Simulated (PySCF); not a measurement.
# Static response to an electric field

C₄H₆ClF.
Cartesian coordinates in Å at the GFN2-xTB level; atoms count from 1:
```
atom  x, y, z in Å
C1     2.004   -0.163   -0.240
C2     0.759   -0.593   -0.148
C3    -0.344    0.171    0.511
C4    -1.589    0.318   -0.343
F5     0.081    1.412    0.898
Cl6   -0.776   -0.708    2.040
H7     2.301    0.795    0.153
H8     2.767   -0.753   -0.716
H9     0.455   -1.556   -0.530
H10   -1.976   -0.661   -0.610
H11   -1.334    0.868   -1.247
H12   -2.349    0.869    0.206
```

Level: PBE0/def2-SVPD (PySCF), static field, nuclei fixed, core orbitals frozen in the response. The polarisability tensor in these axes (au):

```
x   75.30  2.37 -6.78
y    2.37 56.62 -3.66
z   -6.78 -3.66 63.40
```

Task: Diagonalise the tensor; give its mean and Δα, where Δα² is half the sum of the squared differences of the eigenvalues.

Result: Principal values 55.00, 61.33 and 78.98 au; mean 65.10 au = 9.65 Å³ = 10.73 × 10⁻⁴⁰ C²·m²/J; Δα = 21.52 au (33 % of the mean).

Task: What is the dipole moment, and where does it point?

Result: (0.01, -0.53, -2.29) D, 2.35 D in size, pointing from the negative to the positive side. Measured along this direction, the outermost atoms are Cl6 at the negative end and H11 at the positive end.

Task: Find the Langevin capture rate constant for H3+ (3.023 u) meeting this molecule (108.014 u), k = 2.342 × 10⁻⁹ cm³/s × √(α in Å³ / reduced mass in u).

Result: The reduced mass is 2.94 u, so k = 4.24 × 10⁻⁹ cm³/s. The formula leaves out the permanent dipole, which adds to the capture rate.

Task: In a dilute gas of rigid molecules at 298 K, how does the orientational term μ²/3kT compare with the electronic polarisability?

Result: In Gaussian units μ²/3kT = 44.78 Å³ against 9.65 Å³, a ratio of 4.64; the Debye molar polarisation (4π/3)N_A(α + μ²/3kT) is 137.3 cm³/mol, leaving out the vibrational part.

Task: Rayleigh depolarisation ratio (linearly polarised light, static tensor)?

Result: ρ = 3Δα²/(45ᾱ² + 4Δα²) = 1389.2/(190732 + 1852.3) = 0.00721.

Geometry: GFN2-xTB, one conformer, isolated molecule.
